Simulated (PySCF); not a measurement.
Species: AlH2(SMe), CH₅AlS.
SMILES: `[H][Al]([H])[S]C`

The closed-shell ground state was solved at several levels (PySCF, density fitting, gas phase, non-relativistic). Isolated species at its PBE0-D3(BJ)/def2-SVP geometry (one conformer only).

```csv
level,basis functions,HOMO (eV),LUMO (eV),gap (eV),dipole (D)
CAM-B3LYP/def2-SVPD,111,-8.50,-0.43,8.07,1.51
PBE/pcSseg-1 (pcSseg-2 on Al),109,-6.09,-2.11,3.98,1.56
PBE0/pcSseg-1 (pcSseg-2 on Al),109,-7.23,-1.39,5.84,1.63
```

(1) What might B3LYP/pcSseg-1 (pcSseg-2 on Al) (109 basis functions) give for the same quantities?

(2) Over all these levels, which gives the widest orbital gap and which the narrowest?

(3) In the pcSseg-1 (pcSseg-2 on Al) basis, how does the gap go with the fixed share of exact exchange?

(4) How far do the dipole and the HOMO energy spread over the levels?

Answers

(1) HOMO -6.97 eV, LUMO -1.57 eV, gap 5.40 eV, dipole 1.55 D.

(2) CAM-B3LYP/def2-SVPD (range-separated hybrid) has the widest, 8.07 eV, and PBE/pcSseg-1 (pcSseg-2 on Al) (GGA) the narrowest, 3.98 eV. Functional and basis both differ between the two, so the spread mixes both effects.

(3) PBE (0 %) 3.98 eV; B3LYP (20 %) 5.40 eV; PBE0 (25 %) 5.84 eV. Each rise in the share widens the gap here.

(4) The dipole runs from 1.51 to 1.63 D (mean 1.56 D) and the HOMO from -8.50 to -6.09 eV.
